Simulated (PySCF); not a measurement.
**Relaxation of triplet H₂S**

Computed with UwB97X/[S def2-TZVP, H def2-TZVP], no relativity, density fitting, PySCF. A (50,194) grid was used.

A start displaced from a saddle point along its imaginary mode, of Cs symmetry, held to at least that symmetry:

```xyz
3
charge 0 multiplicity 3, angstrom
S    -0.0074    0.0000   -0.0181
H     1.5995    0.0000    0.3116
H    -1.3644    0.0000    0.2632
```

Q: What forces act on the atoms at the start (eV/Å)?

A: 
| atom | Fx | Fy | Fz |
| --- | --- | --- | --- |
| S1 | 0.22 | 0.00 | -0.23 |
| H2 | 0.37 | 0.00 | 0.09 |
| H3 | -0.59 | 0.00 | 0.14 |

Q: What does it relax to?

A: It ends at Cs with S–H 1.340 Å. The molecule has come apart into SH + H. No frequency check is given, so it may be a saddle point.

Q: How much energy is released, and in how many steps?

A: 40.9 kJ/mol in 24 steps.

At this level a singlet minimum of C2v symmetry lies 394 kJ/mol below this structure.
